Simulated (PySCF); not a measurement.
## Shifts of the heteroatoms

Molfile (atoms numbered from 1):
```
C4H5N
     RDKit          3D

 10  9  0  0  0  0  0  0  0  0999 V2000
    0.1318    1.4385    0.0680 C   0  0  0  0  0  0  0  0  0  0  0  0
    0.2307    0.1133   -0.0046 C   0  0  0  0  0  0  0  0  0  0  0  0
   -0.9306   -0.8331   -0.0121 C   0  0  0  0  0  0  0  0  0  0  0  0
    1.5113   -0.4909   -0.0818 C   0  0  0  0  0  0  0  0  0  0  0  0
    2.5430   -0.9863   -0.1452 N   0  0  0  0  0  0  0  0  0  0  0  0
    1.0029    2.0717    0.0697 H   0  0  0  0  0  0  0  0  0  0  0  0
   -0.8268    1.9261    0.1274 H   0  0  0  0  0  0  0  0  0  0  0  0
   -1.8677   -0.2855    0.0495 H   0  0  0  0  0  0  0  0  0  0  0  0
   -0.9237   -1.4288   -0.9246 H   0  0  0  0  0  0  0  0  0  0  0  0
   -0.8620   -1.5204    0.8310 H   0  0  0  0  0  0  0  0  0  0  0  0
  1  2  2  0
  2  3  1  0
  2  4  1  0
  4  5  3  0
  1  6  1  0
  1  7  1  0
  3  8  1  0
  3  9  1  0
  3 10  1  0
M  END
```

- coordinates at the GFN2-xTB level
- GIAO PBE0/pcSseg-1 shieldings
- run in PySCF 2.14
- one conformer, equivalent nuclei averaged, non-relativistic, in vacuum

Problem. Where does $^{15}$N resonate?

Solution. 
```csv
atoms,environment,σ (ppm),δ (ppm)
N5,nitrile nitrogen,-48.0,-103.8
```

Shieldings were converted by a linear fit to measured shifts: $^{15}$N: δ = -148.07 − 0.921σ (rms 6.3 ppm, 71 shifts vs CH3NO2, solution or neat liquid). A few per cent of atoms miss by over 2 rms, more outside the fitted compound classes.

On a 500 MHz spectrometer $^{15}$N resonates near 50.7 MHz, so 1 ppm is 50.7 Hz.
